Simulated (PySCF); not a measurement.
Si, charge -1, quartet (in this run its highest filled SCF level lies above zero, so its values depend strongly on the basis, on diffuse functions most of all); PBE/pcseg-1 run with PySCF.

Input for PySCF:
```python
from pyscf import gto, scf, dft

mol = gto.Mole()
mol.atom = '''
    Si    0.000000    0.000000    0.000000
'''
mol.basis = 'pcseg-1'
mol.charge = -1
mol.spin = 3
mol.verbose = 3
mol.build()

mf = dft.UKS(mol)
mf.xc = 'pbe'
mf.kernel()
mf.analyze()
```

Output, abridged:

```
converged SCF energy = -289.256801152961  <S^2> = 3.7500677  2S+1 = 4.0000338
**** MO energy ****
                             alpha | beta                alpha | beta
MO #1   energy= -65.161943110659   | -65.1559719345777  occ= 1 | 1
MO #2   energy= -4.81427584332343  | -4.80759146202138  occ= 1 | 1
MO #3   energy= -3.22903291200824  | -3.22025570902745  occ= 1 | 1
MO #4   energy= -3.22903291200822  | -3.22025570902744  occ= 1 | 1
MO #5   energy= -3.22903291200822  | -3.22025570902744  occ= 1 | 1
MO #6   energy= -0.157040460441548 | -0.0865008244812658 occ= 1 | 1
MO #7   energy= 0.0646931930037404 | 0.133162813453007  occ= 1 | 0
MO #8   energy= 0.064693193003742  | 0.133162813453009  occ= 1 | 0
MO #9   energy= 0.0646931930037436 | 0.133162813453013  occ= 1 | 0
MO #10  energy= 0.343343509014554  | 0.392810585197771  occ= 0 | 0
MO #11  energy= 0.354364339558195  | 0.404329997095383  occ= 0 | 0
MO #12  energy= 0.3543643395582    | 0.404329997095388  occ= 0 | 0
MO #13  energy= 0.354364339558205  | 0.40432999709539   occ= 0 | 0
MO #14  energy= 0.77283894159573   | 0.845296273917405  occ= 0 | 0
MO #15  energy= 0.77283894159573   | 0.845296273917405  occ= 0 | 0
MO #16  energy= 0.772838941595731  | 0.845296273917406  occ= 0 | 0
MO #17  energy= 0.772838941595735  | 0.84529627391741   occ= 0 | 0

To work with the spin densities directly, `use mulliken_meta_spin()` only printing them here.

 ** Mulliken spin pop alpha/beta on meta-lowdin orthogonal AOs **
 ** Mulliken Spin Density (per atom)  **
spin density of  0 Si =      3.00000
 ** Mulliken pop alpha/beta on meta-lowdin orthogonal AOs **
 ** Mulliken atomic charges   ( Nelec_alpha | Nelec_beta ) **
charge of  0Si =     -1.00000  (     9.00000      6.00000 )

WARN: System has nonzero charge -1; the dipole moment is origin-dependent.
Location of origin: [0. 0. 0.]

Dipole moment(X, Y, Z, Debye):  0.00000,  0.00000,  0.00000
```
